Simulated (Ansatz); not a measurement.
# BHO (singlet): wave-function methods side by side at distance B1–O2 = 2.356 Å, 6-31G

An exercise on one series of results from a longer session: the logs are not shown, and one member is left open.

Program: Ansatz 0.2.0, Gaussian basis. Level of theory: 6-31G, core rule «outside noble gas», up to 2 orbitals frozen. These are calculated values, not measurements.

To be run: UHF; CCSD(T) on RHF; CCSD(T) on UHF; BCCD(T) on RHF; CISD; CCSDT(Q) on RHF; CCSDT(Q) on UHF; CISDTQ; CCSDTQ on RHF; CASSCF and MRCISD+Q, 2 electrons in 2 orbitals; CASSCF and NEVPT2, 2 electrons in 2 orbitals; Full CI.

24 further runs of the same task are left out: 8 for a known fault of the program, 13 that didn't finish, 3 set aside as unsound or not needed. Runs told in other sessions of the task aren't counted.

### The system

The geometry derives from a PBE0/def2-TZVP stationary point (not a proven minimum). One bond is set to the value named and the two fragments are kept rigid.

3 atoms, charge 0, spin multiplicity 1.

Atoms are counted from 1 here; the program's logs count them from 0.

Bond lengths: O2–H3 0.952 Å.

Set-up of the first run:

in.yaml reads:

```yaml
crystal:
  periodic: [false, false, false]
  atoms:
    - {symbol: B, position_ang: [0.000000, 0.000000, 1.888078]}
    - {symbol: O, position_ang: [0.000000, 0.000000, -0.467922]}
    - {symbol: H, position_ang: [0.000000, 0.000000, -1.420157]}
basis:
  gaussian: {orbitals: 6-31G}
magnetization: {spin_polarized: true, initial_magnetization: 0}
hamiltonian: {xc: hf}
output: {orbitals: {seedname: orbitals}}
```

Run with:

```sh
$ ansatz run in.yaml --threads 1 --pin off --events-out ev --progress --plain --max-ram 2393MiB
```

Among the steps run: UHF; CCSD(T) on RHF; CCSD(T) on UHF; BCCD(T) on RHF; CISD; CCSDT(Q) on RHF; CCSDT(Q) on UHF; CISDTQ; CCSDTQ on RHF; CASSCF and MRCISD+Q, 2 electrons in 2 orbitals; CASSCF and NEVPT2, 2 electrons in 2 orbitals; Full CI.

One table of the session follows, with a row left open; its other results are not shown here.

| method | from FCI (kJ/mol) |
| --- | --- |
| RHF | +575.8 |
| UHF | +473.0 |
| RMP2 | +107.8 |
| CISD | +91.9 |
| RCCSD | +47.6 |
| RCCSD(T) | +7.1 |
| BCCD(T) | +11.4 |
| RCCSDT | +11.6 |
| CISDTQ | +8.0 |
| RCCSDT(Q) | ? |
| RCCSDTQ | +0.3 |
| FCI | 0 |

**Question.** Estimate the row for RCCSDT(Q).

As computed: from FCI (kJ/mol): -55.5. In the column «from FCI (kJ/mol)» it is the lowest.

Not comparable, so not listed: CCSD(T) on UHF; CASSCF and MRCISD+Q, 2 electrons in 2 orbitals (they don't share determinant, frozen orbitals or solution with the rows shown, or repeat one).

Limits of these values: The determinant of HF (⟨S²⟩ 0.98) is far from a pure spin state, so its energy mixes those of several spin states; that is harmless only where they are near-degenerate. Left out of the table: CASSCF pair, NEVPT2 pair (the active space lost an orbital or holds another state than full CI finds). The program flags RCCSDT(Q) as in doubt, so read those rows with care; the flags are large difference. RCCSDT(Q) falls below full CI, which methods that aren't variational can do. Warnings in the runs' records: passed over end.
